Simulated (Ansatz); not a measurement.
# SiNH2 (quartet): wave-function methods side by side, def2-TZVPP

An exercise on one series of results from a longer session: the logs are not shown, and one member is left open.

Method: def2-TZVPP, core rule «outside noble gas», up to 6 orbitals frozen; program: Ansatz 0.2.0, Gaussian basis.

To be run: UHF; ROHF; CCSD(T) on UHF.

2 further runs of the same task are left out: 2 set aside as unsound or not needed.

## The geometry

The geometry is a PBE0/def2-TZVP stationary point (not a proven minimum) of the parent state, kept for this charge and spin.

4 atoms, charge 0, spin multiplicity 4.

Atoms are counted from 1 here; the program's logs count them from 0.

Bond lengths: Si1–N2 1.594 Å, Si1–H3 1.515 Å, N2–H4 1.008 Å. Angles: N2–Si1–H3 110.1°, Si1–N2–H4 134.1°.

The first run:

Input file in.yaml:

```yaml
crystal:
  periodic: [false, false, false]
  atoms:
    - {symbol: Si, position_ang: [0.000000, -0.122073, 0.533276]}
    - {symbol: N, position_ang: [0.000000, 0.188076, -1.030483]}
    - {symbol: H, position_ang: [0.000000, 1.172580, 1.320024]}
    - {symbol: H, position_ang: [0.000000, -0.384678, -1.859409]}
basis:
  gaussian: {orbitals: def2-TZVPP}
magnetization: {spin_polarized: true, initial_magnetization: 3}
hamiltonian: {xc: hf}
output: {orbitals: {seedname: orbitals}}
```

Started as:

```sh
$ ansatz run in.yaml --threads 1 --pin off --events-out ev --progress --plain --max-ram 4096MiB --backend cpu
```

Steps of the session up to this table: UHF; ROHF; CCSD(T) on UHF.

One table of the session follows, with a row left open; its other results are not shown here.

| method | from UCCSD(T) (meV) |
| --- | --- |
| ROHF | +7927.2 |
| UHF | +7728.3 |
| UMP2 | ? |
| UCCSD | +259.6 |
| UCCSD(T) | 0 |

**Question.** Estimate the row for UMP2.

**Answer.** from UCCSD(T) (meV): +1069.5. In the column «from UCCSD(T) (meV)» it lies between UCCSD (+259.6) and UHF (+7728.3).
